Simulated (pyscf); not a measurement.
Thermochemistry of product channels of H₂As–AsH₂ (SMILES [AsH2][AsH2]) + SiH₂ (SMILES [SiH2]) [singlet] on the singlet surface, in kcal/mol, from ωB97M-D3(BJ)/def2-TZVP energies (ideal gas, 1 atm, RRHO with modes under 100 cm⁻¹ raised to 100, one conformer, R ln 2 for chiral ones without a mode under 150 cm⁻¹). Optimised with ωB97X-D3(BJ)/def2-SVP in PySCF.

| products | ΔE | ΔH(298 K) | ΔG(600 K) | ΔG(1200 K) |
|---|---|---|---|---|
| H₂As–SiH₂–AsH₂ (SMILES [AsH2][SiH2][AsH2]) | -62.0 | -59.2 | -38.2 | -18.6 |
| H₂Si=As–AsH₂ (SMILES [SiH2]=[As][AsH2]) + H₂ (SMILES [H][H]) | -27.2 | -26.9 | -22.3 | -19.4 |
| HAs=AsH (SMILES [AsH]=[AsH]) + SiH₄ (SMILES [SiH4]) | … | -35.2 | -31.1 | -26.3 |
| H₂Si=AsH (SMILES [SiH2]=[AsH]) + AsH₃ (SMILES [AsH3]) | -24.0 | -22.9 | -21.7 | -20.1 |
| H₃Si–AsH–AsH₂ (SMILES [SiH3][AsH][AsH2]) | … | -59.3 | -38.0 | … |

**Question.** Some entries are withheld; supply them.

**Answer.** 
- HAs=AsH (SMILES [AsH]=[AsH]) + SiH₄ (SMILES [SiH4]), ΔE: -36.7
- H₃Si–AsH–AsH₂ (SMILES [SiH3][AsH][AsH2]), ΔE: -62.4
- H₃Si–AsH–AsH₂ (SMILES [SiH3][AsH][AsH2]), ΔG(1200 K): -17.9

These are energies of the channels, which say nothing of barriers. H₂Si=As–AsH₂ lies 20.2 kcal/mol over its isomer cyclic H₄As₂Si (SMILES [SiH2]1[AsH][AsH]1) (electronic energy, ωB97M-D3(BJ)/def2-TZVP). Elements up to Kr have no core potential and no relativistic terms here.
